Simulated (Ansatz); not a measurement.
Input file for CH3O−, SMILES `C[O-]`:

```yaml
crystal:
  periodic: [false, false, false]
  atoms:
    - {symbol: C, position_ang: [0.023609, -0.019046, -0.005795]}
    - {symbol: O, position_ang: [1.038986, -0.838155, -0.254907]}
    - {symbol: H, position_ang: [-1.013867, -0.475774, -0.097950]}
    - {symbol: H, position_ang: [-0.049337, 0.896029, -0.677190]}
    - {symbol: H, position_ang: [0.000599, 0.436956, 1.035832]}
basis:
  gaussian: {orbitals: def2-QZVPPD}
total_charge: -1
correlation: {method: ccsd_t}
```

```sh
$ ansatz run in.yaml --threads 2 --pin off --events-out ev --progress --plain
```

Log, shortened:

```
Functional definition: HF
1328 factors; integrals over basis functions are off by at most 9.2e-4 eV
mean field evaluation 1: about -3113.7320 eV, gradient 1.9e1 eV
mean field evaluation 2: about -3113.7323 eV, gradient 1.9e1 eV
mean field evaluation 4: about -3114.6981 eV, gradient 2.6e0 eV
mean field evaluation 8: about -3114.7171 eV, gradient 4.0e-4 eV
mean field -3114.71708159 eV, -114.4637415175 hartree, gradient 8.2e-7 eV, S^2 0.000000; 0 other end points of the search recorded, 0 dependent functions left out
2 core orbitals not correlated: weight in the atoms' cores, before any rotation towards them, 1.000 or more for the frozen orbitals, at most 0.000 for the correlated occupied ones
reference -3114.71708159 eV, -114.4637415175 hartree; 7, 7 occupied and 219, 219 virtual orbitals, 1328 factors
second order -12.95015368 eV of doubles, -0.00000000 eV of singles
cycle   1  -12.70319496 eV  change    2.5e-1 eV  update   9.6e-2
cycle   2  -13.01274912 eV  change   -3.1e-1 eV  update   3.7e-2
cycle   3  -13.11568658 eV  change   -1.0e-1 eV  update   1.8e-2
cycle   4  -13.11594821 eV  change   -2.6e-4 eV  update   6.0e-3
cycle   5  -13.11083037 eV  change    5.1e-3 eV  update   2.8e-3
cycle   6  -13.11100004 eV  change   -1.7e-4 eV  update   1.4e-3
cycle   7  -13.11137686 eV  change   -3.8e-4 eV  update   4.5e-4
cycle   8  -13.11116666 eV  change    2.1e-4 eV  update   2.2e-4
cycle   9  -13.11111993 eV  change    4.7e-5 eV  update   8.0e-5
cycle  10  -13.11121577 eV  change   -9.6e-5 eV  update   4.2e-5
cycle  11  -13.11117039 eV  change    4.5e-5 eV  update   2.2e-5
cycle  12  -13.11116439 eV  change    6.0e-6 eV  update   8.5e-6
perturbative correction -0.55536463 eV, -0.0204092737 hartree
Total energy: -3128.38361061 eV, -114.9659771954 hartree
```

It took 19 s on 2 threads of a server CPU on a shared host, with 2.6 GiB of host memory at the peak.

The correlation energy is -13.667 eV, 4.1 % of it from (T); the T1 diagnostic reads 0.0160.
